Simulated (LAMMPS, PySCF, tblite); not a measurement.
# 3C-SiC, bulk modulus B0

Reference value: 229 GPa (measured, 0 K value with the zero-point phonon effect removed; as tabulated in Mejia-Rodriguez and Trickey (2018), arXiv:1807.09216).

Question: What do Tersoff SiC_1990.tersoff, Tersoff SiC_Erhart-Albe.tersoff, Vashishta SiC.vashishta, GFN1-xTB, PBE, Hartree–Fock, MP2 give, and how far is each from the reference?

Answer: 
| level (code) | value (GPa) | cell (Å³/atom) | error (%) |
|---|---|---|---|
| Tersoff SiC_1990.tersoff (LAMMPS) | 231 | 9.99 | +0.9 |
| Tersoff SiC_Erhart-Albe.tersoff (LAMMPS) | 224 | 10.36 | -2.2 |
| Vashishta SiC.vashishta (LAMMPS) | 225 | 10.35 | -1.7 |
| GFN1-xTB (tblite) | 205 | 11.27 | -10.5 |
| PBE (PySCF) | 212 ± 6 | 10.42 | -7.4 |
| Hartree–Fock (PySCF) | 242 ± 7 | 10.29 | +5.7 |
| MP2 (PySCF) | 230 ± 7 | 10.17 | +0.4 |

Leaving aside Tersoff SiC_1990.tersoff, Tersoff SiC_Erhart-Albe.tersoff, Vashishta SiC.vashishta, which can be fitted to such values or carry a doubt: Of these levels MP2 (+0.4 %) comes nearest. GFN1-xTB (-10.5 %) lies farthest from it. Of these only MP2 lands within 5 %.

A ± on a computed value is a rough bar: the spread of its extrapolation, a floor set from checks against published values, or a statistical error. GFN1-xTB: the method was fitted mainly to molecules. GFN1-xTB: the run uses a supercell at the zone centre in place of a k mesh. Each level is taken at its own relaxed cell.

Empirical potentials (Tersoff SiC_1990.tersoff, Tersoff SiC_Erhart-Albe.tersoff, Vashishta SiC.vashishta) are fitted to chosen data, which need not cover the solid at hand: agreement can be built in, and what lay outside the fit can be far off.

Differences are worked out from the printed values.
